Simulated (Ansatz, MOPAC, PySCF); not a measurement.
Reaction (SMILES): C=CC + C (CH4) -> C=C (C2H4) [ethene] + CC (C2H6)

Wanted: bond separation energy (enthalpy at 298 K), in kcal/mol. Set-up: non-relativistic; dispersion terms only where a functional's name holds one; six Cartesian d functions in 6-31G* and its kin unless marked 5d; spin-orbit terms left out. First-principles rows: single points at B3LYP-D3(BJ) geometries (Ansatz, a first-principles code), with unscaled harmonic terms from B3LYP/6-31G* (Ansatz) at its own minima. Semi-empirical rows: MOPAC heats of formation at their own minima for 298 K.

```csv
species,coefficient,"E at M06-2X/6-31G* (5d) (PySCF), Eh","E at PBE/def2-TZVPD (Ansatz), Eh","H(298 K) - E, kcal/mol","heat of formation at PM3 (MOPAC), kcal/mol"
C=CC,-1,-117.83329,-117.77694,53.39,6.37
C (CH4),-1,-40.48157,-40.46301,30.76,-13.03
C=C (C2H4),+1,-78.53577,-78.50050,34.64,16.61
CC (C2H6),+1,-79.77096,-79.73096,49.98,-18.16
```

Measured values: Active Thermochemical Tables 1.112 (ions: stationary electron), as tabulated in the package chemicals; they hold spin-orbit and core effects, anharmonicity.  Value to compare with, the measured value: 5.5 kcal/mol. 1 Eh = 627.5095 kcal/mol.

Q: Compute it at each level from the table, and compare with the measured value.

A: 
- M06-2X/6-31G* (5d): the sum of coefficient times E is 0.00813 Eh, or 5.10 kcal/mol; the thermal terms add 0.47. Result: 5.6 kcal/mol. Its error against the measured value is 0.1 kcal/mol.
- PBE/def2-TZVPD: the sum of coefficient times E is 0.00849 Eh, or 5.33 kcal/mol; the thermal terms add 0.47. Result: 5.8 kcal/mol. Its error against the measured value is 0.3 kcal/mol.
- PM3: the sum of coefficient times heat of formation is 5.11 kcal/mol; it needs no thermal term. Its error against the measured value is -0.4 kcal/mol.
